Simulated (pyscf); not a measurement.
**Four-centre exchange: `[SeH2]` + `[Cl][Ga]([Cl])[Cl]` → `[Cl][Ga]([Cl])[SeH]` + `[ClH]`**

Gas phase, singlet surface, charge 0. Bonds broken: Se1–H2, Cl4–Ga5. Bonds formed: Se1–Ga5, H2–Cl4. Structures and frequencies: ωB97X-D3(BJ)/def2-SVP in PySCF.

Transition state (Å):

```xyz
7

Se    -0.1665    -0.4269     1.4341
H     -1.8247    -0.5167     0.6817
H      0.2147    -1.7361     0.8914
Cl    -2.6481    -0.1819    -0.5687
Ga    -0.3775     0.5117    -0.7886
Cl    -0.3448     2.6428    -0.8435
Cl     0.5350    -0.6606    -2.3216
```

One imaginary mode, 766i cm⁻¹; descent along it reached the two sides named, in the forms told below.

```tsv
bond	change	reactant side (Å)	saddle	product side
Se1–H2	breaks	1.467	1.823	2.9
Cl4–Ga5	breaks	2.150	2.384	2.7
Se1–Ga5	forms	2.578	2.422	2.314
H2–Cl4	forms	3.4	1.534	1.293
```

Electronic energies relative to the separated reactants (kcal/mol):

```csv
level,barrier,reaction energy,reverse barrier
ωB97X-D3(BJ)/def2-TZVP,-2.3,-0.6,-1.7
PBE/def2-TZVP,-2.3,+0.5,-2.8
r²SCAN/def2-TZVP,-2.4,+1.2,-3.6
B3LYP-D3(BJ)/def2-TZVP,0.4,+0.9,-0.4
PBE0-D3(BJ)/def2-TZVP,-2.7,+0.4,-3.0
M06-2X/def2-TZVP,1.5,+1.9,-0.4
ωB97M-D3(BJ)/def2-TZVP,3.9,+1.8,2.2
HF/def2-TZVP,21.7,+4.4,17.2
```

With ωB97M-D3(BJ)/def2-TZVP energies and thermal terms (ideal gas, 1 atm, RRHO with modes under 100 cm⁻¹ raised to 100, one conformer, R ln 2 for rigid chiral ones), in kcal/mol:

| T (K) | ΔH‡ | ΔG‡ | ΔH | ΔG |
|---|---|---|---|---|
| 298 | 2.9 | 13.5 | +2.2 | +1.9 |
| 600 | 3.5 | 24.0 | +2.7 | +1.5 |
| 900 | 4.3 | 34.1 | +3.1 | +0.7 |
| 1200 | 5.2 | 43.9 | +3.4 | -0.1 |

On the reactant side the descent ends in an adduct with a Ga–Se contact, 20.8 kcal/mol under the separated species and 18.5 kcal/mol under the saddle at ωB97X-D3(BJ)/def2-TZVP. On the product side the descent ends in an adduct with a Cl–Ga contact, 7.7 kcal/mol under the separated species and 6.0 kcal/mol under the saddle at ωB97X-D3(BJ)/def2-TZVP. At ωB97X-D3(BJ), PBE, r²SCAN, PBE0-D3(BJ) the saddle lies under the separated reactants, which points to a path from their complex (located at ωB97X-D3(BJ) alone). At ωB97X-D3(BJ), PBE, r²SCAN, B3LYP-D3(BJ), PBE0-D3(BJ), M06-2X the saddle lies under the separated products, which points to a path from their complex (located at ωB97X-D3(BJ) alone), and parting the products costs more than the saddle. What is counted as formed (Ga–Se) is already present as a longer contact in the reactant adduct; forming that adduct is a step of its own. What is counted as broken (Cl–Ga) persists as a longer contact in the product adduct; parting that adduct is a step of its own. This is the saddle that the search found; another between the same sides may lie lower. Elements up to Kr have no core potential and no relativistic terms here.
